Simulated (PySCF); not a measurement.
Geometries of 2 isomers of C6H6, from PBE0-D3(BJ)/def2-SVP geometry optimisation, gas phase (PySCF 2.14.0). One conformer each, no zero-point energy, no frequencies.

Problem. Which is lower in electronic energy at this level?
A.
```xyz
12
angstrom
C      2.755   -1.893    0.322
C      1.565   -1.074    0.203
C      0.563   -0.387    0.102
C     -0.563    0.387   -0.012
C     -1.565    1.074   -0.113
C     -2.755    1.893   -0.231
H      2.959   -2.147    1.374
H      3.639   -1.368   -0.075
H      2.645   -2.836   -0.237
H     -2.663    2.816    0.364
H     -2.935    2.184   -1.278
H     -3.646    1.351    0.125
```
B.
```xyz
12
angstrom
C     -0.043   -0.331   -1.118
C     -0.860   -0.785    0.071
C     -0.890    0.665   -0.357
C      0.305    0.966    0.579
C      1.152   -0.030   -0.182
C      0.336   -0.484    1.007
H     -0.106   -0.640   -2.162
H     -1.672   -1.512    0.118
H     -1.730    1.269   -0.703
H      0.609    1.858    1.128
H      2.233   -0.051   -0.331
H      0.667   -0.923    1.949
```

Solution. A. That is `CC#CC#CC` (2,4-hexadiyne), 26.8 kcal/mol below the other.

```
        SMILES                               atoms numbered as above      E (Eh)  relative (kcal/mol)  relative (kJ/mol)  dipole (D)
      CC#CC#CC                  [CH3:1][C:2]#[C:3][C:4]#[C:5][CH3:6]  -231.68555                  0.0                0.0        0.00
C12C3C1C1C2C31  [C@H:1]12[C@@H:2]3[C@H:3]1[C@@H:4]1[C@H:5]2[C@H:6]31  -231.64286                 26.8              112.1        0.00
```

As drawn, the lower has a C≡C bond, which the higher lacks; the higher has a three-membered ring and a four-membered ring, which the lower lacks.
